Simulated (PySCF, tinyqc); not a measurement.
Worked calculation: G0W0 on RHF in the sto-3g basis, for CH2, spin multiplicity 1. The lowest restricted solution is unstable here: a spin-polarised one lies 0.0366 hartree lower (PySCF). One step of it, computed by the program tinyqc.

Problem. Integrals over molecular orbitals. (pq|rs) = sum C_ip C_jq C_kr C_ls (ij|kl), one index at a time.

coefficients C, order 1C 1s, 1C 2s, 1C 2px, 1C 2py, 1C 2pz, 2H 1s, 3H 1s:
$$\begin{pmatrix}
0.993393 & -0.224333 & 0.000000 & 0.118354 & 0.000000 & -0.158929 & 0.000000 \\
0.027410 & 0.738044 & 0.000000 & -0.535343 & 0.000000 & 0.854809 & 0.000000 \\
0.000000 & 0.000000 & 0.000000 & 0.000000 & 1.000000 & 0.000000 & 0.000000 \\
0.000000 & 0.000000 & 0.514945 & 0.000000 & 0.000000 & 0.000000 & 1.059144 \\
0.004284 & 0.120681 & 0.000000 & 0.804458 & 0.000000 & 0.664442 & 0.000000 \\
-0.005572 & 0.263079 & 0.462675 & 0.256099 & 0.000000 & -0.770519 & -0.735071 \\
-0.005572 & 0.263079 & -0.462675 & 0.256099 & 0.000000 & -0.770519 & 0.735071
\end{pmatrix}$$

core Hamiltonian H = T + V (hartree), order 1C 1s, 1C 2s, 1C 2px, 1C 2py, 1C 2pz, 2H 1s, 3H 1s:
$$\begin{pmatrix}
-18.601842 & -4.486799 & 0.000000 & 0.000000 & -0.011800 & -0.767093 & -0.767093 \\
-4.486799 & -5.547006 & 0.000000 & 0.000000 & -0.128610 & -1.889287 & -1.889287 \\
0.000000 & 0.000000 & -4.436525 & 0.000000 & 0.000000 & 0.000000 & 0.000000 \\
0.000000 & 0.000000 & 0.000000 & -4.584289 & 0.000000 & -1.462969 & 1.462969 \\
-0.011800 & -0.128610 & 0.000000 & 0.000000 & -4.477340 & -0.792268 & -0.792268 \\
-0.767093 & -1.889287 & 0.000000 & -1.462969 & -0.792268 & -3.196846 & -0.374554 \\
-0.767093 & -1.889287 & 0.000000 & 1.462969 & -0.792268 & -0.374554 & -3.196846
\end{pmatrix}$$

Two-electron integrals (ij|kl) in chemists' order, unique and non-zero (hartree):
```
(11|11) 3.541948    (21|11) 0.576921    (21|21) 0.111888    (22|11) 0.854682
(22|21) 0.205284    (22|22) 0.624709    (31|31) 0.020296    (32|31) 0.030858
(32|32) 0.137996    (33|11) 0.852436    (33|21) 0.205335    (33|22) 0.624568
(33|33) 0.672833    (41|41) 0.020296    (42|41) 0.030858    (42|42) 0.137996
(43|43) 0.036269    (44|11) 0.852436    (44|21) 0.205335    (44|22) 0.624568
(44|33) 0.600295    (44|44) 0.672833    (51|51) 0.020296    (52|51) 0.030858
(52|52) 0.137996    (53|53) 0.036269    (54|54) 0.036269    (55|11) 0.852436
(55|21) 0.205335    (55|22) 0.624568    (55|33) 0.600295    (55|44) 0.600295
(55|55) 0.672833    (61|11) 0.098010    (61|21) 0.018906    (61|22) 0.034669
(61|33) 0.034552    (61|41) 0.001003    (61|42) 0.001882    (61|44) 0.034836
(61|51) 0.000527    (61|52) 0.000989    (61|54) 0.000149    (61|55) 0.034631
(61|61) 0.003264    (62|11) 0.253439    (62|21) 0.061777    (62|22) 0.209189
(62|33) 0.204010    (62|41) 0.005190    (62|42) 0.037016    (62|44) 0.216026
(62|51) 0.002728    (62|52) 0.019454    (62|54) 0.006315    (62|55) 0.207329
(62|61) 0.010901    (62|62) 0.094834    (63|31) 0.006042    (63|32) 0.032595
(63|43) 0.007077    (63|53) 0.003719    (63|63) 0.011118    (64|11) 0.197656
(64|21) 0.048775    (64|22) 0.175126    (64|33) 0.166386    (64|41) 0.009581
(64|42) 0.061096    (64|44) 0.189841    (64|51) 0.001860    (64|52) 0.014979
(64|54) 0.008607    (64|55) 0.168955    (64|61) 0.008975    (64|62) 0.094177
(64|64) 0.102943    (65|11) 0.103880    (65|21) 0.025634    (65|22) 0.092039
(65|33) 0.087446    (65|41) 0.001860    (65|42) 0.014979    (65|44) 0.092334
(65|51) 0.007020    (65|52) 0.040467    (65|54) 0.009646    (65|55) 0.096235
(65|61) 0.004717    (65|62) 0.049496    (65|64) 0.048259    (65|65) 0.036481
(66|11) 0.415172    (66|21) 0.102892    (66|22) 0.397556    (66|33) 0.376937
(66|41) 0.010311    (66|42) 0.100440    (66|44) 0.424989    (66|51) 0.005419
(66|52) 0.052787    (66|54) 0.025254    (66|55) 0.390210    (66|61) 0.018368
(66|62) 0.234048    (66|64) 0.255953    (66|65) 0.134519    (66|66) 0.774606
(71|11) 0.098010    (71|21) 0.018906    (71|22) 0.034669    (71|33) 0.034552
(71|41) -0.001003   (71|42) -0.001882   (71|44) 0.034836    (71|51) 0.000527
(71|52) 0.000989    (71|54) -0.000149   (71|55) 0.034631    (71|61) 0.003158
(71|62) 0.010198    (71|64) 0.007714    (71|65) 0.004423    (71|66) 0.016909
(71|71) 0.003264    (72|11) 0.253439    (72|21) 0.061777    (72|22) 0.209189
(72|33) 0.204010    (72|41) -0.005190   (72|42) -0.037016   (72|44) 0.216026
(72|51) 0.002728    (72|52) 0.019454    (72|54) -0.006315   (72|55) 0.207329
(72|61) 0.010198    (72|62) 0.064660    (72|64) 0.046964    (72|65) 0.032806
(72|66) 0.121650    (72|71) 0.010901    (72|72) 0.094834    (73|31) 0.006042
(73|32) 0.032595    (73|43) -0.007077   (73|53) 0.003719    (73|63) 0.006985
(73|73) 0.011118    (74|11) -0.197656   (74|21) -0.048775   (74|22) -0.175126
(74|33) -0.166386   (74|41) 0.009581    (74|42) 0.061096    (74|44) -0.189841
(74|51) -0.001860   (74|52) -0.014979   (74|54) 0.008607    (74|55) -0.168955
(74|61) -0.007714   (74|62) -0.046964   (74|64) -0.028240   (74|65) -0.023421
(74|66) -0.084014   (74|71) -0.008975   (74|72) -0.094177   (74|74) 0.102943
(75|11) 0.103880    (75|21) 0.025634    (75|22) 0.092039    (75|33) 0.087446
(75|41) -0.001860   (75|42) -0.014979   (75|44) 0.092334    (75|51) 0.007020
(75|52) 0.040467    (75|54) -0.009646   (75|55) 0.096235    (75|61) 0.004423
(75|62) 0.032806    (75|64) 0.023421    (75|65) 0.023289    (75|66) 0.065087
(75|71) 0.004717    (75|72) 0.049496    (75|74) -0.048259   (75|75) 0.036481
(76|11) 0.046535    (76|21) 0.011375    (76|22) 0.039719    (76|33) 0.038723
(76|44) 0.040017    (76|51) 0.000851    (76|52) 0.006434    (76|55) 0.040375
(76|61) 0.001953    (76|62) 0.015700    (76|64) 0.013640    (76|65) 0.009029
(76|66) 0.035634    (76|71) 0.001953    (76|72) 0.015700    (76|74) -0.013640
(76|75) 0.009029    (76|76) 0.003249    (77|11) 0.415172    (77|21) 0.102892
(77|22) 0.397556    (77|33) 0.376937    (77|41) -0.010311   (77|42) -0.100440
(77|44) 0.424989    (77|51) 0.005419    (77|52) 0.052787    (77|54) -0.025254
(77|55) 0.390210    (77|61) 0.016909    (77|62) 0.121650    (77|64) 0.084014
(77|65) 0.065087    (77|66) 0.236966    (77|71) 0.018368    (77|72) 0.234048
(77|74) -0.255953   (77|75) 0.134519    (77|76) 0.035634    (77|77) 0.774606
```

Give: one-electron integrals over orbitals h = C^T H C; Two-electron integrals over orbitals.

Solution.

one-electron integrals over orbitals h = C^T H C (hartree):
$$\begin{pmatrix}
-18.5876 & 0.3619 & 0.0000 & -0.1731 & 0.0000 & 0.2442 & 0.0000 \\
0.3619 & -4.4406 & 0.0000 & 0.2468 & 0.0000 & -0.7932 & 0.0000 \\
0.0000 & 0.0000 & -3.8182 & 0.0000 & 0.0000 & 0.0000 & -0.9069 \\
-0.1731 & 0.2468 & 0.0000 & -4.2490 & 0.0000 & -0.4441 & 0.0000 \\
0.0000 & 0.0000 & 0.0000 & 0.0000 & -4.4365 & 0.0000 & 0.0000 \\
0.2442 & -0.7932 & 0.0000 & -0.4441 & 0.0000 & -3.4407 & 0.0000 \\
0.0000 & 0.0000 & -0.9069 & 0.0000 & 0.0000 & 0.0000 & -3.6366
\end{pmatrix}$$

Two-electron integrals over orbitals (pq|rs), unique and non-zero (hartree):
```
(11|11) 3.5083      (21|11) -0.2981     (21|21) 0.0402      (22|11) 0.7155
(22|21) -0.0085     (22|22) 0.5281      (31|31) 0.0069      (32|31) 0.0120
(32|32) 0.1369      (33|11) 0.5721      (33|21) -0.0026     (33|22) 0.4881
(33|33) 0.4981      (41|11) 0.1536      (41|21) -0.0182     (41|22) 0.0127
(41|33) 0.0053      (41|41) 0.0252      (42|11) -0.0971     (42|21) 0.0070
(42|22) 0.0112      (42|33) 0.0189      (42|41) 0.0141      (42|42) 0.0834
(43|31) -0.0019     (43|32) 0.0304      (43|43) 0.0357      (44|11) 0.7916
(44|21) -0.0120     (44|22) 0.5006      (44|33) 0.4492      (44|41) -0.0114
(44|42) -0.0895     (44|44) 0.6406      (51|51) 0.0217      (52|51) 0.0240
(52|52) 0.0934      (53|53) 0.0181      (54|51) -0.0122     (54|52) -0.0381
(54|54) 0.0477      (55|11) 0.8520      (55|21) -0.0095     (55|22) 0.5428
(55|33) 0.4625      (55|41) 0.0044      (55|42) -0.0523     (55|44) 0.5723
(55|55) 0.6728      (61|11) -0.2081     (61|21) 0.0300      (61|22) -0.0011
(61|33) 3.97e-04    (61|41) -0.0036     (61|42) 0.0147      (61|44) -0.0177
(61|55) -0.0058     (61|61) 0.0283      (62|11) 0.2365      (62|21) -0.0056
(62|22) 0.0837      (62|33) 0.0215      (62|41) 0.0144      (62|42) 0.0019
(62|44) 0.0705      (62|55) 0.1237      (62|61) 0.0028      (62|62) 0.0953
(63|31) 0.0011      (63|32) -0.0715     (63|43) -0.0359     (63|63) 0.0910
(64|11) 0.1239      (64|21) -4.25e-04   (64|22) 0.0426      (64|33) 0.0037
(64|41) 0.0038      (64|42) -0.0110     (64|44) 0.0660      (64|55) 0.0631
(64|61) 0.0019      (64|62) 0.0550      (64|64) 0.0427      (65|51) 0.0154
(65|52) 0.0536      (65|54) -0.0093     (65|65) 0.0399      (66|11) 0.6491
(66|21) -0.0057     (66|22) 0.5053      (66|33) 0.4875      (66|41) 0.0196
(66|42) 0.0535      (66|44) 0.4421      (66|55) 0.4811      (66|61) 0.0061
(66|62) 0.0554      (66|64) 0.0218      (66|66) 0.5409      (71|31) 0.0119
(71|32) 0.0192      (71|43) -0.0035     (71|63) 0.0016      (71|71) 0.0208
(72|31) 0.0095      (72|32) 0.0100      (72|43) -0.0302     (72|63) 0.0443
(72|71) 0.0155      (72|72) 0.0564      (73|11) 0.2580      (73|21) -0.0055
(73|22) 0.0728      (73|33) 0.0277      (73|41) -1.53e-04   (73|42) -0.0566
(73|44) 0.1205      (73|55) 0.1345      (73|61) -0.0055     (73|62) 0.0757
(73|64) 0.0512      (73|66) 0.0088      (73|73) 0.1191      (74|31) -0.0075
(74|32) -0.0687     (74|43) 0.0016      (74|63) 0.0447      (74|71) -0.0129
(74|72) -0.0095     (74|74) 0.0596      (75|53) 0.0185      (75|75) 0.0231
(76|31) 0.0081      (76|32) 0.1095      (76|43) 0.0431      (76|63) -0.0819
(76|71) 0.0132      (76|72) -0.0189     (76|74) -0.0524     (76|76) 0.1143
(77|11) 0.7387      (77|21) -0.0090     (77|22) 0.5082      (77|33) 0.5020
(77|41) 0.0036      (77|42) -0.0164     (77|44) 0.5141      (77|55) 0.5207
(77|61) -0.0064     (77|62) 0.0446      (77|64) 0.0194      (77|66) 0.4969
(77|73) 0.0714      (77|77) 0.5487
```
